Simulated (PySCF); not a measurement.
## Frontier orbitals and the lowest excitations

Compound: B(NH2Me)H3, CH8BN.
Geometry (PBE0-D3(BJ)/def2-SVP, Å), atoms numbered from 1 in this order:
```
atom  x, y, z in Å
B1    -0.2451   -0.4015   -1.2662
N2    -0.2476   -0.4162    0.3616
C3     0.4346    0.7199    0.9861
H4     0.1777   -1.2936    0.6652
H5    -1.2202   -0.4568    0.6703
H6     0.4024    0.6688    2.0848
H7     1.4767    0.7309    0.6429
H8    -0.0440    1.6450    0.6408
H9     0.9365   -0.4171   -1.5946
H10   -0.8198    0.6332   -1.5879
H11   -0.8511   -1.4125   -1.6030
```

Theory: PySCF, TDDFT wB97X-D/def2-SVPD, vertical, gas phase, core orbitals frozen in the response.

Kohn–Sham orbitals with the atoms that hold most of them (Löwdin shares over 4%, at most four atoms):

| orbital | ε (eV) | atoms |
| --- | --- | --- |
| LUMO+2 | 3.06 | B1 46%, H5 7%, H4 7%, H9 6% |
| LUMO+1 | 2.80 | C3 25%, H6 20%, B1 13%, H7 11% |
| LUMO | 1.63 | B1 23%, C3 19%, H4 14%, H5 14% |
| HOMO | -9.65 | B1 42%, H10 24%, H9 21%, N2 6% |
| HOMO-1 | -9.65 | B1 42%, H11 29%, H9 11%, H10 8% |
| HOMO-2 | -11.62 | N2 30%, B1 29%, H10 9%, H9 9% |
| HOMO-3 | -13.55 | C3 42%, H7 17%, H8 17%, N2 13% |

Within 0.005 eV of a neighbour in this list lie HOMO-1/HOMO (point group found: Cs); within a degenerate set the shares of single atoms can hang on how the components are chosen.

Q: The HOMO–LUMO gap is 11.28 eV. Where does the response calculation put the lowest singlet, and from which orbitals?

A: S1 is at 7.10 eV (f = 0.031), 4.18 eV below the gap, made of HOMO-1→LUMO (89%). Without the coupling terms of the response equations the lowest excitation would equal the gap.

Next come S2 at 7.14 eV (f 0.027), HOMO→LUMO (91%); S3 at 8.54 eV (f 0.087), HOMO→LUMO+2 (95%); S4 at 8.55 eV (f 0.083), HOMO-1→LUMO+2 (89%); S5 at 8.69 eV (f 0.0000), HOMO-1→LUMO+3 (91%).

Löwdin shares depend on the basis, the more so with diffuse functions.
